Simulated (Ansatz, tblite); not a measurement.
# Fluoranthene (C₁₆H₁₀): a ladder of methods and basis sets

One table from this session's results is given with a row withheld; the runs are named, their logs left out.

The runs use Ansatz 0.2.0, Gaussian basis; as each input shows.

Plan: GFN1-xTB, GFN2-xTB, PBE-D4/def2-TZVP, r2SCAN-D4/def2-TZVP, PBE-D4/def2-SVP, PBE0-D4/def2-SVP, HF/STO-3G, MP2/def2-SVP.

4 further runs of the same task are left out: 4 that didn't finish.

## The structure

The geometry is that of the singlet, from an earlier relaxation (PBE-D4/def2-SVP).

SMILES `c1ccc2c(c1)-c1cccc3cccc-2c13`, 26 atoms, charge 0, spin multiplicity 1.

Bond lengths: C1–C2 1.406 Å, C1–C6 1.407 Å, C1–H17 1.101 Å, C2–C3 1.407 Å, C2–H18 1.101 Å, C3–C4 1.399 Å, C3–H19 1.101 Å, C4–C5 1.436 Å, C4–C15 1.475 Å, C5–C6 1.399 Å, C5–C7 1.475 Å, C6–H20 1.101 Å, C7–C8 1.391 Å, C7–C16 1.424 Å, C8–C9 1.427 Å, C8–H21 1.101 Å, C9–C10 1.395 Å, C9–H22 1.101 Å and more. Angles: C2–C1–C6 120.8°, C2–C1–H17 119.6°, C6–C1–H17 119.6°, C1–C2–C3 120.8°, C1–C2–H18 119.6°, C3–C2–H18 119.6°, C2–C3–C4 119.0°, C2–C3–H19 120.4°, C4–C3–H19 120.7°, C3–C4–C5 120.3°, C3–C4–C15 131.7°, C5–C4–C15 108.1°, C4–C5–C6 120.2°, C4–C5–C7 108.1°, C6–C5–C7 131.7°, C1–C6–C5 119.0°, C1–C6–H20 120.4°, C5–C6–H20 120.7° and more.

PBE0-D4/def2-TZVP was run before; its log isn't repeated, and its numbers join the tables.

The first run:

Tight binding, by tblite at 300 K electronic temperature and without a spin-polarisation term:

```python
tblite.interface.Calculator('GFN1-xTB', numbers, positions, charge=0, uhf=0).singlepoint()
```

Tight binding, by tblite at 300 K electronic temperature and without a spin-polarisation term:

```python
tblite.interface.Calculator('GFN2-xTB', numbers, positions, charge=0, uhf=0).singlepoint()
```

start.molden holds the orbitals of an earlier run on this state, given as this run's starting guess.

Input file in.yaml:

```yaml
crystal:
  periodic: [false, false, false]
  atoms:
    - {symbol: C, position_ang: [3.683636, -0.741617, 0.235184]}
    - {symbol: C, position_ang: [3.699776, 0.664319, 0.211669]}
    - {symbol: C, position_ang: [2.500980, 1.396867, 0.127169]}
    - {symbol: C, position_ang: [1.286381, 0.704429, 0.065632]}
    - {symbol: C, position_ang: [1.269913, -0.731530, 0.088890]}
    - {symbol: C, position_ang: [2.468457, -1.449052, 0.173522]}
    - {symbol: C, position_ang: [-0.134599, -1.174245, 0.012710]}
    - {symbol: C, position_ang: [-0.788384, -2.401659, -0.004550]}
    - {symbol: C, position_ang: [-2.213017, -2.418968, -0.092090]}
    - {symbol: C, position_ang: [-2.974792, -1.252498, -0.156676]}
    - {symbol: C, position_ang: [-2.332674, 0.024493, -0.141360]}
    - {symbol: C, position_ang: [-2.944981, 1.314764, -0.200549]}
    - {symbol: C, position_ang: [-2.156613, 2.464904, -0.172396]}
    - {symbol: C, position_ang: [-0.732520, 2.417504, -0.087267]}
    - {symbol: C, position_ang: [-0.107488, 1.176563, -0.026999]}
    - {symbol: C, position_ang: [-0.923342, 0.009596, -0.055961]}
    - {symbol: H, position_ang: [4.632611, -1.295038, 0.300778]}
    - {symbol: H, position_ang: [4.661130, 1.197702, 0.260882]}
    - {symbol: H, position_ang: [2.521344, 2.497252, 0.108894]}
    - {symbol: H, position_ang: [2.463989, -2.549608, 0.192213]}
    - {symbol: H, position_ang: [-0.235879, -3.352481, 0.045301]}
    - {symbol: H, position_ang: [-2.725990, -3.392880, -0.103912]}
    - {symbol: H, position_ang: [-4.072270, -1.312349, -0.222108]}
    - {symbol: H, position_ang: [-4.040831, 1.397829, -0.267915]}
    - {symbol: H, position_ang: [-2.646744, 3.449345, -0.221703]}
    - {symbol: H, position_ang: [-0.158064, 3.356377, -0.069358]}
basis:
  gaussian: {orbitals: def2-TZVP, initial_orbitals: start.molden}
hamiltonian: {xc: pbe, dispersion: d4}
scf: {omitted_lower_state_checks: [starts]}
output: {orbitals: {seedname: orbitals}}
```

The run is started by

```console
$ ansatz run in.yaml --threads 4 --pin off --events-out ev --progress --plain --max-ram 6963MiB
```

Among the steps run: PBE-D4/def2-TZVP; r2SCAN-D4/def2-TZVP; PBE-D4/def2-SVP; PBE0-D4/def2-SVP; HF/STO-3G; MP2/def2-SVP.

One of the session's tables, all rows but one given; the rest of the session is left out.

It belongs to the step «Binding energy». 

| level | binding an atom (eV) |
| --- | --- |
| HF/STO-3G | 4.660 |
| HF/def2-SVP | 4.155 |
| PBE-D4/def2-SVP | 5.828 |
| PBE-D4/def2-TZVP | 5.734 |
| r2SCAN-D4/def2-TZVP | 5.540 |
| PBE0-D4/def2-SVP | ? |
| PBE0-D4/def2-TZVP | 5.609 |
| MP2/def2-SVP | 5.473 |

**Question.** Estimate the row for PBE0-D4/def2-SVP.

The run gave: binding an atom (eV): 5.707. In the column «binding an atom (eV)» it lies between PBE0-D4/def2-TZVP (5.609) and PBE-D4/def2-TZVP (5.734).

Caveats from the session: Free atoms were run apart at each level; binding is atoms less cluster, divided by the number of atoms, without zero-point or spin-orbit terms.
